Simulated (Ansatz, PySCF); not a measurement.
This Ansatz (a quantum-chemistry and plane-wave program) input computes a PBE0/def2-TZVPD energy:

Ansatz 0.2 input:
```yaml
crystal:
  periodic: [false, false, false]
  atoms:
    - {symbol: O, position_ang: [0.00698159, -0.00938093, 1.15639185]}
    - {symbol: C, position_ang: [0.01002135, 1.09121187, 0.35485194]}
    - {symbol: C, position_ang: [-0.00584318, -1.09682594, 0.33719784]}
    - {symbol: C, position_ang: [-0.00057460, 0.72400222, -0.94957313]}
    - {symbol: C, position_ang: [-0.01096108, -0.70850213, -0.96113124]}
    - {symbol: H, position_ang: [0.01993172, 2.04136423, 0.85814072]}
    - {symbol: H, position_ang: [-0.00976940, -2.05501900, 0.82508919]}
    - {symbol: H, position_ang: [-0.00100663, 1.38402074, -1.80017025]}
    - {symbol: H, position_ang: [-0.02086345, -1.35463467, -1.82226699]}
basis:
  gaussian:
    orbitals: def2-TZVPD
hamiltonian:
  xc: {name: PBE0}
output: {forces: true}
```

**Question.** Write an input for the same energy in PySCF and say what it gives.

**Answer.** 
```python
from pyscf import gto, scf, dft

mol = gto.M(
    atom='''
    O     0.00698159   -0.00938093    1.15639185
    C     0.01002135    1.09121187    0.35485194
    C    -0.00584318   -1.09682594    0.33719784
    C    -0.00057460    0.72400222   -0.94957313
    C    -0.01096108   -0.70850213   -0.96113124
    H     0.01993172    2.04136423    0.85814072
    H    -0.00976940   -2.05501900    0.82508919
    H    -0.00100663    1.38402074   -1.80017025
    H    -0.02086345   -1.35463467   -1.82226699
    ''',
    basis='def2-tzvpd',
    charge=0,
    spin=0,
    verbose=4,
)

mf = dft.RKS(mol, xc='pbe0').density_fit(auxbasis='def2-universal-jkfit')
mf.grids.level = 3
mf.conv_tol = 1e-9
mf.max_cycle = 100
mf.max_memory = 1500
mf.kernel()
if not mf.converged:
    mf = mf.newton()
    mf.kernel(mf.make_rdm1())
mf.analyze()
```
It gives -229.84649 Eh, and Ansatz -229.84646 Eh, a difference of 0.03 mEh, from the treatment of integrals and grids.
